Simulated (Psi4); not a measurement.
# Two attempts at doublet [C6H6]+

Aim: the energy of doublet [C6H6]+ at UMP3/def2-SVP.

The calculation is run with Psi4 1.11.

2 further runs of the same task are left out: 1 that didn't finish, 1 set aside as unsound or not needed.

**1. The structure to begin with**

The species is [C6H6]+ (12 atoms), meant as a doublet with charge +1. SMILES of the parent species: `C=C1C=CC=C1`. Geometry: relaxed at PBE0-D4/def2-TZVP. That shape belongs to the parent species and isn't relaxed for this state.

Bond lengths: C1–C2 1.336 Å, C2–C3 1.465 Å, C3–C4 1.346 Å, C4–C5 1.466 Å, C2–C6 1.465 Å, C5–C6 1.346 Å, C1–H7 1.084 Å, C1–H8 1.084 Å, C3–H9 1.081 Å, C4–H10 1.082 Å, C5–H11 1.082 Å, C6–H12 1.081 Å. Some angles: C1–C2–C3 126.8°, C1–C2–C6 126.8°, C3–C2–C6 106.3°, C2–C3–C4 107.8°, C3–C4–C5 109.0°, C4–C5–C6 109.0°, C2–C6–C5 107.8°, C2–C1–H7 121.3°, C2–C1–H8 121.3°, C2–C3–H9 124.6°.

**2. First attempt**

File calc.py:

```python
import psi4

psi4.set_memory(1600000000)
psi4.set_num_threads(1)
psi4.core.set_output_file('output.dat', False)

geom = psi4.geometry("""
1 2
C     -1.54598494    -3.01902646     1.71322570
C     -0.51003708    -1.01629471     0.57731133
C      1.23380219     0.81333812     1.70566680
C      1.82320777     2.52750869    -0.07880158
C      0.49416338     1.88481284    -2.42395170
C     -0.89119484    -0.21429494    -2.04411675
H     -2.82211699    -4.27040310     0.71148189
H     -1.14404020    -3.45857675     3.67381656
H      1.89426147     0.74568593     3.63658895
H      3.07061598     4.13150823     0.14475302
H      0.62965674     2.95099632    -4.16287768
H     -2.08701353    -1.17956705    -3.38884586
units au
symmetry c1
no_reorient
no_com
""")

psi4.set_options({
    'basis': 'def2-SVP',
    'reference': 'uhf',
    'puream': True,
    'e_convergence': 1e-09,
    'd_convergence': 1e-08,
    'scf_type': 'pk',
    'num_frozen_docc': 6,
    'maxiter': 100,
    'mp_type': 'conv',
    'mom_start': 5,
})

E = psi4.energy("mp3")
print(f'mp3 energy: {E:.10f} Eh')
```

Launch:

```
$ python calc.py
```

output.dat:

```text
=> Loading Basis Set <=

    Name: DEF2-SVP
    Role: ORBITAL
    Keyword: BASIS

         ---------------------------------------------------------
                                   SCF
                              UHF Reference
                        1 Threads,   1525 MiB Core
         ---------------------------------------------------------

  ==> Geometry <==

    Molecular point group: c1
    Full point group: C1

    Geometry (in Bohr), charge = 1, multiplicity = 2:

[... 85 lines left out ...]
                        Total Energy        Delta E     RMS |[F,P]|
[... 4 lines left out ...]
   @UHF iter   3:  -230.21294553649264   -7.18730e-03   3.04816e-04 ADIIS/DIIS
[... 3 lines left out ...]
   @UHF iter   7:  -230.21516178345180   -1.36858e-04   2.97653e-05 DIIS/MOM
[... 4 lines left out ...]
   @UHF iter  92:  -194.03623417457351    1.89204e+00   4.97809e-03 ADIIS/DIIS/MOM
[... 3 lines left out ...]
   @UHF iter  96:  -196.18335277651690   -7.36214e-01   2.41421e-03 ADIIS/DIIS/MOM
[... 3 lines left out ...]
   @UHF iter 100:  -183.64958999602814    1.21954e-01   9.18984e-03 ADIIS/DIIS/MOM
[... 1 line left out ...]
PsiException: Could not converge SCF iterations in 100 iterations.

  Failed to converge.
```

The script printed:

```text
Traceback (most recent call last):
  File "calc.py", line 40, in <module>
    E = psi4.energy("mp3")
psi4.driver.p4util.exceptions.SCFConvergenceError: Could not converge SCF iterations in 100 iterations.
```

It took 21 s on 1 thread of Intel Xeon Platinum 8259CL at 2.50GHz (Skylake/Cascade Lake), shared host; peak memory 0.51 GiB.

**3. Diagnosis**

No converged result was reached.

The telling line is `psi4.driver.p4util.exceptions.SCFConvergenceError: Could not converge SCF iterations in 100 iterations.`. In place of `'mom_start': 5,` the sound input has `'soscf': True,`, `'soscf_start_convergence': 0.001,`. These settings are changed for another try; the log doesn't prove which change is needed.

**4. Second attempt**

calc.py: that of step 2 with these lines changed.

```diff
@@ -36,3 +36,4 @@
     'mp_type': 'conv',
-    'mom_start': 5,
+    'soscf': True,
+    'soscf_start_convergence': 0.001,
 })
```

Launch:

```
$ python calc.py
```

output.dat:

```text
[...]
  Running in c1 symmetry.
[...]
  Nuclear repulsion =  201.663546934606927
[...]
  Multiplicity = 2
[...]
  Nalpha       = 21
  Nbeta        = 20
[...]
    Number of basis functions: 114
[...]
   @UHF iter   1:  -230.13305631235556   -1.62670e-01   2.64069e-03 DIIS/ADIIS
[...]
   @UHF iter  16:  -230.21648321850577   -1.67688e-12   3.04591e-09 SOSCF, nmicro=conv
[...]
   @S^2 Observed:                9.993622188E-01
[...]
    Orbital Energies [Eh]
    ---------------------
    Alpha Occupied:
       1A    -11.491866     2A    -11.491834     3A    -11.485711
       4A    -11.485016     5A    -11.458213     6A    -11.440930
       7A     -1.412653     8A     -1.236671     9A     -1.231795
      10A     -1.077586    11A     -0.972993    12A     -0.965226
      13A     -0.904930    14A     -0.815983    15A     -0.808664
      16A     -0.788833    17A     -0.757321    18A     -0.756097
      19A     -0.714522    20A     -0.600813    21A     -0.564474
    Alpha Virtual:
      22A     -0.168076    23A      0.011008    24A      0.022800
      25A      0.049946    26A      0.051389    27A      0.053637
[...]
  @UHF Final Energy:  -230.21648321850577
   => Energetics <=
    Nuclear Repulsion Energy =            201.6635469346069272
    One-Electron Energy =                -699.6539138866794474
    Two-Electron Energy =                 267.7738837335667199
    Total Energy =                       -230.2164832185058003
  UHF NO Occupations:
  HONO-2 :   19  A 1.9724868
  HONO-1 :   20  A 1.9021400
[...]
 Multipole Moments:
 ------------------------------------------------------------------------------------
     Multipole            Electronic (a.u.)      Nuclear  (a.u.)        Total (a.u.)
 ------------------------------------------------------------------------------------
 L = 1.  Multiply by 2.5417464519 to convert [e a0] to [Debye]
 Dipole X            :         -3.0142449            3.1651023            0.1508574
 Dipole Y            :         -4.5166749            4.7759048            0.2592299
 Dipole Z            :          2.5422259           -2.6890803           -0.1468544
 Magnitude           :                                                    0.3339526
[...]
	SCS-MP2 Total Energy (a.u.)        :  -230.91872387961166
	SOS-MP2 Total Energy (a.u.)        :  -230.91265409013906
[...]
	SOS-PI-MP2 Total Energy (a.u.)     :  -230.96620569564931
[...]
	MP2 Total Energy (a.u.)            :  -230.93086345855687
[...]
	SCS-MP3 Total Energy (a.u.)        :  -230.93090991475066
[...]
	MP3 Total Energy (a.u.)            :  -230.97960759911285
[...]
```

On the terminal:

```text
mp3 energy: -230.9796075991 Eh
```

Wall time 81 s (1 thread of Intel Xeon Platinum 8259CL at 2.50GHz (Skylake/Cascade Lake), shared host); peak memory 1.4 GiB.

**5. Results**

At UMP3/def2-SVP:

```
                                                  quantity          value
                                              total energy  -230.97961 Eh
HOMO energy (Hartree–Fock orbitals) (highest over α and β)      -15.31 eV
 LUMO energy (Hartree–Fock orbitals) (lowest over α and β)       -5.99 eV
               correlation energy (6 core orbitals frozen)     -763.1 mEh
                         ⟨S²⟩ of the reference determinant          0.999
```

**Reading.** ⟨S²⟩ is 1.00 where a pure doublet has 0.75: the reference is spin-contaminated.
